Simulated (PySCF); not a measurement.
# A diatomic session: NO−

One job finds the state of NO−, follows it along the bond with each method and fits the curves.

Computed with PySCF 2.14.0. Level: N def2-SVPD, O def2-SVPD, no relativity.

## 1. Set-up

The job is set up so:

```
atoms                         : N, O
charge                        : -1
basis                         : N def2-SVPD, O def2-SVPD
Hamiltonian                   : no relativity
basis functions               : 43
electrons treated             : 16
masses in u                   : 14.0031, 15.9949
levels                        : PBE0, PBE, r²SCAN, r²SCANh, M06, revPBE, MP2, SCS-MP2, CCSD, CCSD(T)
grid                          : 80 radial by 434 angular points
occupations                   : held fixed by the projection of orbital angular momentum
dissociation limit            : N + O−, each in its ground configuration
starting distance in angstrom : 1.355
values of 2S to try           : 0, 2, 4
```

Launch:

```sh
OMP_NUM_THREADS=1 python dia.py task.json out
```

After this run come: PBE0 along the bond; Higher solutions at PBE0; PBE (GGA); r²SCAN (meta-GGA); r²SCANh (hybrid meta-GGA); M06; revPBE (GGA); MP2 and coupled cluster.

**Question.** What will these runs give? Wanted: for each run, Re; ωe; De; μ.

The runs gave:

Lowest PBE0 solution found, without spin–orbit coupling: ³Σ⁻ (triplet), unpaired electrons π ↑↑. State 2 has its PBE0 minimum 0.41 eV higher, as a spin-mixed determinant (⟨S²⟩ = 1.01), so this is no gap between pure states. The other levels ran on the lowest alone.

| level | Re (Å) | ωe (cm⁻¹) | De (eV) | μ (D) |
| --- | --- | --- | --- | --- |
| ROHF-MP2 | 1.269 | 1543 | 4.82 | n/a |
| ROHF-SCS-MP2 | 1.270 | 1521 | 4.60 | n/a |
| ROHF-CCSD | 1.276 | 1439 | 4.28 | n/a |
| ROHF-CCSD(T) | 1.284 | 1399 | 4.45 | n/a |
| PBE | 1.282 | 1395 | 5.76 | 0.58 |
| revPBE | 1.288 | 1373 | 5.42 | 0.55 |
| r²SCAN | 1.274 | 1441 | 5.22 | 0.55 |
| r²SCANh | 1.267 | 1477 | 5.09 | 0.53 |
| PBE0 | 1.261 | 1508 | 5.31 | 0.53 |
| M06 | 1.265 | 1500 | 5.12 | 0.51 |

De is counted to N + O− in their ground configurations. A positive dipole points from N to O; in an ion it is taken about the centre of mass and does not tell which atom is negative.

**Reading.** Bond lengths run from 1.261 Å (PBE0) to 1.288 Å (revPBE). Among the levels with a De in the table, it runs from 4.28 eV (ROHF-CCSD) to 5.76 eV (PBE).

Correlated steps freeze 2 core orbitals. T1 is 0.037 near the minimum (highest on the curve 0.062), which may point to more than one leading configuration. With some functionals the highest level of the anion is positive, mostly a sign of self-interaction error; the finite basis then holds the extra electron, and no neutral molecule was run to test the binding.
